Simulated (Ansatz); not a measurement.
Cost and result for the atomization energy of `C1=CCCCC1` (16 atoms, 16 bonds).

```xyz
16

C    -0.5334    1.3423    0.5438
C    -1.3733    0.6648   -0.2321
C    -1.0318   -0.6449   -0.8715
C     0.4620   -0.9351   -0.8117
C     1.0175   -0.6220    0.5696
C     0.8345    0.8524    0.9040
H    -0.8421    2.3014    0.9510
H    -2.3620    1.0716   -0.4274
H    -1.3776   -0.6462   -1.9109
H    -1.5935   -1.4489   -0.3764
H     0.6567   -1.9768   -1.0811
H     0.9785   -0.3148   -1.5534
H     2.0738   -0.8970    0.6342
H     0.4871   -1.2278    1.3135
H     1.5871    1.4558    0.3783
H     1.0164    1.0253    1.9703
```

Charge 0, multiplicity 1. All single points use the PBE0-D4/def2-TZVP geometry. Program: Ansatz. All runs use 2 threads of an AMD EPYC 7R13 on a shared host and a share of an NVIDIA H100 80 GB. Times are those of one run each, without the atoms' runs, and a repeat can differ threefold. Electronic energies, without spin–orbit coupling; frozen cores. CCSD(T)/CBS adds CCSD(T) − MP2 in def2-TZVPP to the MP2 limit, and its time is that of the two runs behind it. T1 = 0.010. HSE06 is the plane-wave form, built on full-range PBE exchange.

CCSD(T)/CBS is a level of theory with its own doubt, some kJ/mol a heavy atom from the limit and from the frozen cores, so smaller differences don't rank the functionals.

| level | functions | wall time |
| --- | --- | --- |
| LDA (SPW92)/def2-TZVPP | 326 | 8.5 s |
| B97M-V/def2-TZVPP | 326 | 13 s |
| PBE0-D4/def2-TZVPP | 326 | 14 s |
| CCSD(T)/def2-SVP | 134 | 15 s |
| BLYP-D4/def2-TZVPP | 326 | 15 s |
| HSE06-D4/def2-TZVPP | 326 | 15 s |
| B2PLYP/def2-TZVPP | 326 | 16 s |
| PBE-D4/def2-TZVPP (with forces) | 326 | 17 s |
| BHLYP-D4/def2-TZVPP | 326 | 18 s |
| ωB97M-V/def2-TZVPP (with forces) | 326 | 18 s |
| CCSD(T)/def2-TZVPP | 326 | 25 s |
| MP2/def2-QZVPP | 642 | 42 s |
| CCSD(T)/CBS(def2) | – | 67 s |

Q: What atomization energy does each give, and how far from CCSD(T)/CBS? (Best estimate.)

A: The calculation gave: 
```
                           level  atomization (kJ/mol)  difference from CCSD(T)/CBS  per bond
          LDA (SPW92)/def2-TZVPP                7721.1                        950.5      59.4
               B97M-V/def2-TZVPP                6790.6                         20.0       1.3
              PBE0-D4/def2-TZVPP                6855.4                         84.8       5.3
                CCSD(T)/def2-SVP                6547.6                       -223.0     -13.9
              BLYP-D4/def2-TZVPP                6747.5                        -23.1      -1.4
             HSE06-D4/def2-TZVPP                6859.4                         88.8       5.6
               B2PLYP/def2-TZVPP                6716.8                        -53.8      -3.4
 PBE-D4/def2-TZVPP (with forces)                6937.1                        166.5      10.4
             BHLYP-D4/def2-TZVPP                6627.1                       -143.5      -9.0
ωB97M-V/def2-TZVPP (with forces)                6796.6                         26.0       1.6
              CCSD(T)/def2-TZVPP                6630.1                       -140.5      -8.8
                  MP2/def2-QZVPP                6805.2                         34.6       2.2
               CCSD(T)/CBS(def2)                6770.6                          0.0       0.0
```

From BLYP to BHLYP (50 % exact exchange), in def2-TZVPP and without D4, the atomization energy moves by −80.2 kJ/mol: exact exchange takes away binding that semilocal exchange gives to molecules. Leaving LDA and LC-ωPBE aside and taking each functional with its dispersion term where it has one, the values spread over 310.0 kJ/mol, from BHLYP-D4 to PBE-D4. LDA lies +819.0 kJ/mol from PBE without D4, its usual overbinding. In def2-TZVPP, CCSD(T) changes the Hartree–Fock value by +1506.7 kJ/mol (the triples alone add +89.1 kJ/mol) and MP2 by +1599.5 kJ/mol; breaking electron pairs costs correlation energy, which Hartree–Fock lacks.
